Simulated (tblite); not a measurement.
Task: Write Cartesian coordinates for `C(=[N])/C(=N/[H])C#C` [radical] as optimised with GFN2-xTB. (Doublet state.)

Result: 
```
atom  x, y, z in Å
C1     1.891   -1.077   -0.094
C2     0.904   -0.396   -0.041
C3    -0.230    0.456    0.021
N4    -0.243    1.715    0.068
C5    -1.567   -0.245    0.030
N6    -1.775   -1.444   -0.010
H7     2.744   -1.689   -0.140
H8     0.658    2.183    0.061
H9    -2.369    0.504    0.080
```

Orientation and origin are arbitrary. Atoms count from 1 in this order. The C–N distances run from 1.218 Å (C5=N6, drawn double) to 1.260 Å (C3=N4, drawn double), a spread of 0.042 Å. The 6 heavy atoms lie in one plane (0.000 Å rms). C5 (carbon bonded to C, N and H) is planar (angles 127.4°, 123.3° and 109.3°, sum 360.0°, 0.00 Å off the plane of its three neighbours). C3 (carbon bonded to 2 C and N) is planar (angles 127.6°, 117.0° and 115.4°, sum 360.0°, 0.00 Å off the plane of its three neighbours).

Bonds between heavy atoms (Å): C1≡C2 1.202, C2–C3 1.419, C3=N4 1.260, C3–C5 1.509, C5=N6 1.218.

The geometry is computed with GFN2-xTB (gas phase). This method treats the open shell by occupation alone, without spin polarisation.

Point group: Cs (tolerance 0.08 Å). Its GFN2-xTB frequencies are all real (lowest 59 cm⁻¹). Torsions: C2–C3–C5–N6 0°. 2 starts were optimised and ended at 0.00 and 3.30 kcal/mol (GFN2-xTB); the lowest of these is shown.

One conformer stands for the species.
